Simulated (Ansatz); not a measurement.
Consider the formal loss of a carbene: `C=C(S)CF` → `[CH]F` + `C=CS`.

Computed with Ansatz on PBE0-D4/def2-TZVP structures; ΔE is electronic, products minus reactants. CBS: MP2 limit from def2 TZ/QZ plus the TZ coupled-cluster correction, frozen cores. This one scheme is used for every species. Functionals use def2-TZVPP. Each species was taken in one conformer, which may not be the lowest.

```csv
species,ωB97X-V energy (Eh)
`C=C(S)CF`,-615.30470
`[CH]F`,-138.42073
`C=CS`,-476.73700
```

Question: Work out ΔE.

Answer: ΔE = (-138.42073) + (-476.73700) − (-615.30470) = 0.14697 Eh = +4.00 eV. CCSD(T)/CBS gives +3.94 eV.

Largest T1 diagnostic among the species: 0.018.

From PBE to PBE0 (25 % exact exchange), in def2-TZVPP and without D4, ΔE moves by +0.11 eV. The D4 term adds +0.13 eV with B3LYP and +0.07 eV with PBE0; it sums over pairs of atoms, weighted by their polarisabilities, and B3LYP, whose exchange is more repulsive, gets the larger term.

B3LYP here is the variant with VWN-RPA as its local correlation; programs differ in this.
